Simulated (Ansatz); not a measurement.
Results of PBE+SOC (PAW; Ansatz, an electronic-structure program) for fcc Ir.

Run with plane-wave cutoff 520 eV, 24×24×24 k mesh, Fermi–Dirac smearing 0.05 eV, PAW data made under PBE.

The volume scan:

```
V (Å³/atom)  E − E_lowest (meV/atom)
-----------  -----------------------
13.658                         62.85
13.948                         26.71
14.239                          6.37
14.529                          0.00
14.820                          6.00
15.111                         22.91
15.401                         49.47
```

Question: What bulk modulus B0 and pressure derivative B′ does a third-order Birch–Murnaghan fit give?

Answer: V0 = 14.528 Å³/atom, B0 = 340 GPa, B′ = 5.2 (fit to the energies at full precision).

Measured, for comparison: bulk modulus 365 GPa (corrected for temperature and zero-point phonon effects; as tabulated in Levämäki et al. (2014), arXiv:1402.3671); equilibrium volume per atom 14.06 Å³/atom (static lattice: zero-point anharmonic expansion removed; as tabulated in Mejia-Rodriguez and Trickey (2018), arXiv:1807.09216). Computed (rounded) less measured: bulk modulus -7 %, equilibrium volume per atom +3.3 %.

Computed values are for the static lattice.
